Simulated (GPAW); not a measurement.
**PBE/dzp (scalar-relativistic datasets) run of C2HFS (SMILES FC1=CS1)**

Wanted: energy and one-electron properties of C2HFS. The job is set up through an ASE script.

The calculation is run with GPAW 26.7.0.

1 further run of the same task is left out (it didn't finish).

## (1) The structure to begin with

C2HFS: 5 atoms, total charge 0, spin state singlet. SMILES: `FC1=CS1`. The coordinates come from a GFN2-xTB relaxation.

Bond lengths: F1–C2 1.298 Å, C2–C3 1.283 Å, C2–S4 1.799 Å, C3–S4 1.889 Å, C3–H5 1.059 Å. Angles: F1–C2–C3 148.4°, F1–C2–S4 138.1°, C3–C2–S4 73.5°, C2–C3–S4 65.9°, C2–S4–C3 40.6°, C2–C3–H5 156.6°, S4–C3–H5 137.5°.

## (2) The charge distribution at PBE/dzp (scalar-relativistic datasets)

The input, run.py:

```python
import numpy as np
from ase import Atoms
from ase.units import Debye
from gpaw import GPAW

# Atomic positions
atoms = Atoms('FCCSH',
    positions=[[ -0.401340,  -1.369690,   1.217440],
               [ -0.242090,  -0.456440,   0.308920],
               [  0.466080,   0.503930,  -0.163890],
               [ -1.111880,   0.154980,  -1.142200],
               [  1.289220,   1.167230,  -0.220270]])
atoms.center(vacuum=4.5)

# Calculator
calc = GPAW(mode='lcao', maxiter=150, xc='PBE', basis='dzp', h=0.18, txt='-')
atoms.calc = calc

energy = atoms.get_potential_energy()
print(f'Energy = {energy:.5f} eV')
forces = atoms.get_forces()
print('Forces (eV/Ang)')
for symbol, f in zip(atoms.symbols, forces):
    print(f'{symbol:2} {f[0]:9.4f} {f[1]:9.4f} {f[2]:9.4f}')
dipole = atoms.get_dipole_moment() / Debye
print(f'Dipole: {np.linalg.norm(dipole):.3f} D')
homo, lumo = calc.get_homo_lumo()
print(f'HOMO = {homo:.3f} eV')
print(f'LUMO: {lumo:.3f} eV')
print(f'Gap                     {lumo - homo:.3f} eV')
```

The run is started by

```console
$ python run.py
```

Log:

```text
[...]
Number of symmetries: 1
[...]
  Number of IBZ points: 1
[...]
basis functions: 57
Spin-components: 1 (collinear spins)
Bands:           17
[...]
  Valence electrons: 22.0
[...]
  Grid points: [64 64 64]
  Charge: 0.0  # |e|
[...]
    cutoffs:
[...]
occupation numbers:
  # Zero width
[...]
xc functional:
  name: PBE with 2 nearest neighbor stencil
[...]
|iter     |     time |      energy | eigst |  dens |
[...]
|iter:   1| 00:00:03 |  -25.456013 |      c|       |
[...]
|iter:   9| 00:00:07 |  -24.413876c|      c| -4.08c|
Converged in 9 steps
[...]
Energy contributions relative to reference atoms: (reference = -15639.447076)
Energy contributions:
  Kinetic:          28.308745
  Coulomb:         -26.095968
  Zero:              0.376235
  External:          0.000000
  Xc:              -27.002888
  Entropy:           0.000000
  Spinorbit:         0.000000
  ----------------------------
  Free energy:     -24.413876
  Extrapolated:    -24.413876
dipole moment: (0.258671, 0.061117, 0.151866)  # |e|*Ang
Fermi level: -2.805
Eigenvalues  # (at kpt = [0.000, 0.000, 0.000])
| band index |      eig [eV] | occ [0-2] |
|------------|---------------|-----------|
|          0 |       -32.284 |     2.000 |
|        ... |               |           |
|          3 |       -15.504 |     2.000 |
|          4 |       -13.365 |     2.000 |
|          5 |       -12.299 |     2.000 |
|          6 |       -11.971 |     2.000 |
|          7 |        -8.567 |     2.000 |
|          8 |        -8.393 |     2.000 |
|          9 |        -7.973 |     2.000 |
|         10 |        -4.267 |     2.000 |
|         11 |        -1.343 |     0.000 |
|         12 |        -0.828 |     0.000 |
[...]
Gap: 2.923 eV
Transition (v -> c):
[...]
Forces (eV/Ang)
F    -0.0143   -0.8273    0.8464
C    -0.6347   -0.1581   -0.3600
C     0.1149    0.2022   -0.1262
S    -0.6025   -0.0566   -0.4079
H     1.2176    0.9287   -0.0037
Dipole: 1.470 D
HOMO = -4.267 eV
LUMO: -1.343 eV
Gap                     2.923 eV
```

Run time: 7.2 s. Hardware: 1 thread of AMD EPYC 9R45 (Zen 5), shared host; peak memory 0.63 GiB.

## (3) Outcome

Level: PBE/dzp (scalar-relativistic datasets).

| quantity | value |
| --- | --- |
| energy as printed (from the program's reference atoms) | -24.4139 eV |
| dipole moment | 1.47 D |
| HOMO energy | -4.27 eV |
| LUMO energy | -1.34 eV |
| HOMO–LUMO gap | 2.92 eV |
| largest force on an atom | 1.531 eV/Å |

**Reading.** The largest force is 1.53 eV/Å: the shape isn't a stationary point for this species at this level.
